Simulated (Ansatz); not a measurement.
The first iterations of a band of FH + H6Si2 (10 atoms, charge 0, multiplicity 1).

Computed with RKS B3LYP/6-31G* in Ansatz 0.2.0.

- movable images: 8
- climbing image: no
- spring: 5.0 eV/Å²
- optimiser: quadratic models (default)
- start path: through a guess of the saddle point
- force threshold: 0.03 eV/Å
- iteration limit: 60
- end points: relaxed

Initial state:

```xyz
10
Properties=species:S:1:pos:R:3
Si -0.111 0.287 -0.119
H -0.105 0.396 1.370
H 1.292 0.392 -0.596
H -0.870 1.463 -0.633
Si -1.118 -1.731 -0.800
H -1.810 -2.378 0.351
H -2.146 -1.467 -1.848
H -0.125 -2.685 -1.354
F 1.203 -2.191 1.295
H 0.692 -1.881 2.016
```

Final state:

```xyz
10
Properties=species:S:1:pos:R:3
Si 0.030 0.059 -0.618
H 0.900 -1.560 3.729
H 1.076 0.295 -1.652
H -0.827 1.273 -0.523
Si -1.265 -1.819 -1.175
H -2.326 -2.071 -0.162
H -1.917 -1.552 -2.489
H -0.424 -3.041 -1.305
F 0.772 -0.150 0.812
H 0.883 -1.229 3.063
```

| iteration | highest image above the first end (eV) | largest band force component (eV/Å) |
| --- | --- | --- |
| 1 | 3.141 | 18.194 |
| 2 | 2.005 | 2.220 |
| 3 | 1.648 | 2.066 |
| 4 | 1.394 | 1.788 |
| 5 | 1.650 | 1.737 |

Task: Does the band converge within its limit, and where does its top end?

Result: The forces met the threshold. It ended after 17 iterations with the highest image 0.763 eV above the first end. Neighbouring images differ by up to 1.4 eV, so the band resolves the path poorly. No image climbed, so the highest image needn't sit at the top of the path. A band with more images between the same ends climbed to 1.44 eV, so this one has probably stepped over the top. The orbitals stay closed-shell, which can raise the energy where a bond breaks towards radicals; this wasn't checked here.

Run time: 6.4 min on 1 thread of Arm Neoverse V1, with other jobs on the host, peak memory 0.12 GiB.
